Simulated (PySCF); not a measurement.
CH5B.
Z-matrix (Å and degrees, PBE0-D3(BJ)/def2-SVP geometry), rows numbered from 1:
```
B 
C   1  1.5561
H   1  1.2109  2  122.80
H   1  1.2126  2  119.48  3   179.85
H   2  1.1056  1  109.22  3   124.36
H   2  1.0982  1  116.21  3     0.41
H   2  1.1061  1  108.65  3  -122.86
```

Jobs on this species (7 atoms, 16 electrons) with PySCF (density fitting). Hardware of each: one thread, Arm Neoverse V1 (aarch64) (shared host). Other jobs ran on the host; a repeat could differ by tens of per cent or more. Peak memory is the resident size of the whole Python process, interpreter and libraries included.

| level and settings | work | basis functions | SCF cycles | wall time | peak memory |
| --- | --- | --- | --- | --- | --- |
| delta-SCF UKS SCAN, def2-TZVP on the ionised atom, pcseg-1 elsewhere, spin-free X2C | ΔSCF core ionisation, 2 holes | 70 | ? | ? | ? |
| delta-SCF UKS SCAN, pcX-2 on the ionised atom, pcseg-1 elsewhere, spin-free X2C | ΔSCF core ionisation, 2 holes | 84 | ? | ? | ? |
| delta-SCF UKS SCAN, pcX-1 on the ionised atom, pcseg-1 elsewhere, spin-free X2C | ΔSCF core ionisation, 2 holes | 63 | 28 | 2.7 s | 0.32 GiB |
| delta-SCF UKS PBE0, pcX-2 on the ionised atom, pcseg-1 elsewhere, spin-free X2C | ΔSCF core ionisation, 2 holes | 84 | 26 | 2.6 s | 0.32 GiB |
| delta-SCF UKS HF, pcX-2 on the ionised atom, pcseg-1 elsewhere, spin-free X2C | ΔSCF core ionisation, 2 holes | 84 | 27 | 0.91 s | 0.32 GiB |
| delta-SCF UKS SCAN, pcX-2 on the ionised atom, pcseg-1 elsewhere, non-relativistic | ΔSCF core ionisation, 2 holes | 84 | 28 | 3.3 s | 0.32 GiB |
| PBE0-D3(BJ)/def2-SVP, grid level 1 | geometry optimisation from a GFN2-xTB start shaken at random | 53 | 26 | 3.2 s | 0.26 GiB |
| delta-SCF UKS PBE, pcX-2 on the ionised atom, pcseg-1 elsewhere, spin-free X2C | ΔSCF core ionisation, 2 holes | 84 | 26 | 2.0 s | 0.32 GiB |
| delta-SCF UKS B3LYP, pcX-2 on the ionised atom, pcseg-1 elsewhere, spin-free X2C | ΔSCF core ionisation, 2 holes | 84 | 27 | 2.8 s | 0.32 GiB |

Question: Fill in the missing figures.

Answer: 
- delta-SCF UKS SCAN, def2-TZVP on the ionised atom, pcseg-1 elsewhere, spin-free X2C; ΔSCF core ionisation, 2 holes: 3.0 s, 0.32 GiB, 28 SCF cycles
- delta-SCF UKS SCAN, pcX-2 on the ionised atom, pcseg-1 elsewhere, spin-free X2C; ΔSCF core ionisation, 2 holes: 3.4 s, 0.30 GiB, 28 SCF cycles

Question: What do all jobs in the table cost together?

Answer: About 24 s; the longest takes about 14 % of that, and about 3.7 times as long as the shortest.
